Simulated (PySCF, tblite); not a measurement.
Isomers of C3H8OP2, one GFN2-xTB conformer each. Single-point energies are computed at PBE0/pcSseg-1 (PySCF, gas phase, no added dispersion term), electronic only.

```csv
SMILES,GFN2-xTB relative energy (kJ/mol)
C[C@@H]1C[P@]1(=O)P,0.0
C=C[P@H](=O)CP,5.2
CC(=O)P(C)P,31.2
```

Conformers: `[CH3:1][C@@H:2]1[CH2:3][P@:4]1(=[O:5])[PH2:6]` with C3–P4–P6–H 106° and -163°; `[CH2:1]=[CH:2][P@H:3](=[O:4])[CH2:5][PH2:6]` with C1–C2–P3–O4 5°, C2–P3–C5–P6 -175°, P3–C5–P6–H -48° and 44°; `[CH3:1][C:2](=[O:3])[P:4]([CH3:5])[PH2:6]` with C1–C2–P4–C5 -163°, C2–P4–P6–H 93° and -175°.

What does PBE0/pcSseg-1 give for the same structures?

```
             SMILES  PBE0/pcSseg-1 E (Eh)  PBE0/pcSseg-1 (kJ/mol)  GFN2-xTB (kJ/mol)  point group
        CC(=O)P(C)P            -876.52142                     0.0               31.2           C1
     C=C[P@H](=O)CP            -876.50386                    46.1                5.2           C1
C[C@@H]1C[P@]1(=O)P            -876.50316                    47.9                0.0           C1
```

GFN2-xTB puts C[C@@H]1C[P@]1(=O)P lowest instead; measured from each level's own lowest isomer, the values differ by up to 47.9 kJ/mol (C[C@@H]1C[P@]1(=O)P: 0.0 against 47.9). As drawn, the lowest has a C=O bond, which the highest lacks; the highest has a three-membered ring and a P=O bond, which the lowest lacks. Neighbours under 10 kJ/mol apart (C=C[P@H](=O)CP and C[C@@H]1C[P@]1(=O)P) can change places with a better method, another conformer or zero-point energy.

Which frontier levels, dipoles and rotational constants go with these structures?

```tsv
SMILES	HOMO (eV, PBE0/pcSseg-1)	LUMO (eV)	dipole (D)	A, B, C (MHz)
CC(=O)P(C)P	-6.51	-1.00	2.15	2828, 1965, 1369
C=C[P@H](=O)CP	-7.41	-0.87	3.49	5962, 1171, 1053
C[C@@H]1C[P@]1(=O)P	-6.99	-0.28	3.24	2841, 2080, 1447
```

What happens when harmonic zero-point energies from GFN2-xTB frequencies are added?

```tsv
SMILES	ZPE (kJ/mol)	electronic (kJ/mol)	with ZPE (kJ/mol)
CC(=O)P(C)P	264.3	0.0	0.0
C=C[P@H](=O)CP	261.0	46.1	42.9
C[C@@H]1C[P@]1(=O)P	269.1	47.9	52.8
```

The zero-point energies span 8.1 kJ/mol. The order is unchanged.
